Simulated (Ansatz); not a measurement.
Predict the output of the script below (Ansatz's Python interface).

The script reads `ch4osi.xyz`:
```text
7

C    -0.54680   -0.42470   -0.66510
O    -0.00210   -1.09520    0.40020
Si    0.47650    0.47410    0.52100
H    -1.57310   -0.13270   -0.61770
H    -0.19330   -0.53130   -1.68730
H    -0.09060    1.09710    1.74570
H     1.99050    0.54480    0.25750
```

`run_pa.py`:
```python
"""Adding a proton to CH4OSi."""

import ansatz as az
import numpy as np

BASIS = "cc-pVDZ"
FUNCTIONAL = "pbe0"
NET_CHARGE = 1
FMAX = 0.01

system = az.Crystal.molecule_from_extxyz("ch4osi.xyz")

calculation = (
    system.calculation()
    .basis(gaussian=BASIS)
    .functional(FUNCTIONAL)
)
symbols = [site.symbol for site in system.cartesian_sites]
start = np.array([site.position_ang for site in system.cartesian_sites], dtype=float)
rep = calculation.relax(force_tolerance=0.01).run().report
end = np.array(rep["positions_ang"])

# start the new hydrogen opposite the existing bonds
away = sum((end[1] - end[j]) / np.linalg.norm(end[1] - end[j]) for j in [0, 2]) + np.array([0.15, 0.1, -0.2])
proton = end[1] + 1.0 * away / np.linalg.norm(away)
acid = az.Crystal.molecule()
for symbol, place in zip(symbols, end):
    acid = acid.atom(symbol, place.tolist())
acid = acid.atom("H", proton.tolist())
protonated = (
    acid.calculation()
    .basis(gaussian=BASIS)
    .functional(FUNCTIONAL)
    .charge(NET_CHARGE)
    .relax(force_tolerance=FMAX, max_steps=80)
)
after = protonated.run().report
xyz = np.array(after["positions_ang"])
reach = np.linalg.norm(xyz[:-1] - xyz[-1], axis=1)
print(f"base {rep['free_energy_ev']:.5f} eV, protonated {after['free_energy_ev']:.5f} eV")
print(f"the proton ends {reach.min():.3f} A from {symbols[reach.argmin()]}{reach.argmin()}")
print(f"electronic proton affinity {96.485332 * (rep['free_energy_ev'] - after['free_energy_ev']):.1f} kJ/mol")
```

```console
$ python run_pa.py
base -11018.89143 eV, protonated -11027.70485 eV
the proton ends 0.976 A from O1
electronic proton affinity 850.4 kJ/mol
```

Notes:
- Total energies depend on the basis set; only differences at equal settings carry meaning.
- The proton is put on one chosen atom, which needn't be the most basic site, so the molecule's proton affinity can be higher; the ends are stationary points, not checked by frequencies, and zero-point and thermal terms count only where printed.
- The whole script took 40 s on 1 thread of Arm Neoverse V2, with other jobs on the host, peak memory 0.21 GiB.
